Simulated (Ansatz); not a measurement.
## Molecular dynamics of BH3O

The input (input.yaml):

```yaml
crystal:
  periodic: [false, false, false]
  atoms:
    - { symbol: B, position_ang: [0.040296, 0.204819, -0.316948] }
    - { symbol: H, position_ang: [0.206251, 0.127233, 1.105833] }
    - { symbol: O, position_ang: [-0.464993, -0.928689, -0.705403] }
    - { symbol: H, position_ang: [-0.188653, -0.686719, 0.63111] }
    - { symbol: H, position_ang: [0.4071, 1.283357, -0.71459] }
magnetization:
  spin_polarized: true
basis:
  gaussian: { orbitals: "6-31G*" }
hamiltonian:
  xc: pbe
  dispersion: d4
md:
  timestep: 0.5
  n_steps: 200
  ensemble: nve
  temperature: 300.0
  initial_velocities: maxwell_boltzmann
  seed: 11159
```

Launched with:

```bash
$ ansatz run input.yaml --threads 1 --pin off --max-ram 2048MiB --backend cpu --events-out ev --progress --plain --runs-dir out
```

It starts at the highest image of a converged band. Of that band: Neighbouring images differ by up to 1.7 eV, so the band resolves the path poorly. A vibrational analysis at the climbing image gives one clearly imaginary mode, 1685i cm⁻¹: a first-order saddle point.

Output, in part (step lines, the closing report, with atoms numbered from 0):

```
md step     0: t =     0.00 fs  T =   300.0 K  F+E_penalty+E_count = -2766.87210441 eV  E_kin = 0.116334 eV  conserved = -2766.75577041 eV  (26 SCF iters)
md step     1: t =     0.50 fs  T =   296.4 K  F+E_penalty+E_count = -2766.87070337 eV  E_kin = 0.114935 eV  conserved = -2766.75576868 eV  (29 SCF iters)
md step     2: t =     1.00 fs  T =   284.3 K  F+E_penalty+E_count = -2766.86597678 eV  E_kin = 0.110228 eV  conserved = -2766.75574853 eV  (29 SCF iters)
md step     3: t =     1.50 fs  T =   264.5 K  F+E_penalty+E_count = -2766.85826569 eV  E_kin = 0.102554 eV  conserved = -2766.75571123 eV  (29 SCF iters)
md step     4: t =     2.00 fs  T =   238.6 K  F+E_penalty+E_count = -2766.84818141 eV  E_kin = 0.092521 eV  conserved = -2766.75566034 eV  (29 SCF iters)
md step     5: t =     2.50 fs  T =   208.7 K  F+E_penalty+E_count = -2766.83654759 eV  E_kin = 0.080946 eV  conserved = -2766.75560131 eV  (29 SCF iters)
md step     6: t =     3.00 fs  T =   177.3 K  F+E_penalty+E_count = -2766.82431243 eV  E_kin = 0.068772 eV  conserved = -2766.75554077 eV  (29 SCF iters)
md step     7: t =     3.50 fs  T =   146.9 K  F+E_penalty+E_count = -2766.81244268 eV  E_kin = 0.056957 eV  conserved = -2766.75548564 eV  (29 SCF iters)
[... lines left out ...]
Total energy: -2768.53792848 eV, -101.7418922894 hartree
Atom 0 at    -0.171152    -0.099992    -0.904012 Å, force     1.281577     2.344616     0.729177 eV/Å
Atom 1 at     2.357560     2.482909    10.221457 Å, force    -0.202704     0.543070    -0.205107 eV/Å
Atom 2 at    -0.630601    -1.004763    -1.511253 Å, force    -1.417410    -2.685178    -1.302199 eV/Å
Atom 3 at     2.599502     1.834784    10.466355 Å, force     0.202700    -0.543065     0.205094 eV/Å
Atom 4 at     0.363790     0.882486    -0.579199 Å, force     0.135838     0.340558     0.573035 eV/Å
Dipole moment:     0.176610     0.348244     0.237482 e Å
```

The steps, from the saved trajectory:

```tsv
time (fs)	T (K)	potential energy less start (eV)	conserved less start (meV/atom)
0.0	300	0.000	0.00
3.0	177	0.048	0.05
6.0	68	0.090	0.07
9.0	137	0.063	0.05
12.0	352	-0.020	0.12
15.0	1111	-0.314	0.06
18.0	2574	-0.883	-0.11
21.0	3723	-1.328	-0.10
24.0	4175	-1.503	0.01
27.0	4715	-1.713	-0.19
30.0	4678	-1.698	-0.10
33.0	4314	-1.556	0.14
36.0	4449	-1.609	0.06
39.0	4606	-1.671	-0.13
42.0	4454	-1.611	-0.01
45.0	4762	-1.731	-0.08
48.0	4787	-1.740	0.02
51.0	4435	-1.603	0.12
54.0	4546	-1.647	-0.08
57.0	4679	-1.699	-0.22
60.0	4267	-1.538	0.13
63.0	4463	-1.614	0.08
66.0	4749	-1.726	-0.09
69.0	4512	-1.634	-0.04
72.0	4602	-1.669	-0.06
75.0	4815	-1.751	-0.06
78.0	4445	-1.607	0.11
81.0	4370	-1.578	0.02
84.0	4630	-1.680	-0.20
87.0	4400	-1.590	0.00
90.0	4432	-1.602	0.13
93.0	4835	-1.759	-0.06
96.0	4736	-1.721	-0.08
99.0	4547	-1.647	-0.02
```

All steps were run. The conserved energy stayed within 0.26 meV per atom of its start (net change -0.09 meV per atom), so the integration is sound. The system heated up, since it started high on the potential surface and ran downhill. A run of 0.1 ps of so small a system gives no equilibrium averages. The orbitals stay closed-shell, which can raise the energy where a bond breaks towards radicals; this wasn't checked here.

The step under study would form H2–H4 and break B1–H2, O3–H4. These pairs go: H2–H4 1.02 → 0.73 Å, B1–H2 1.43 → 11.70 Å, O3–H4 1.39 → 12.73 Å. In the last frame they stand as after the step (other bonds may differ from the relaxed reactants and products). Also parted: B1–H4 1.32 → 11.86 Å. It ends as BHO + H2. Pairs count as bonded within 1.25 times the sum of covalent radii (0.12 Å more for H–H).

Last frame:

```xyz
5
Properties=species:S:1:pos:R:3
B -0.171 -0.100 -0.904
H 2.358 2.483 10.222
O -0.631 -1.005 -1.511
H 2.599 1.835 10.466
H 0.364 0.882 -0.579
```

Time of the run: 3.8 min on 1 CPU thread of a shared host.
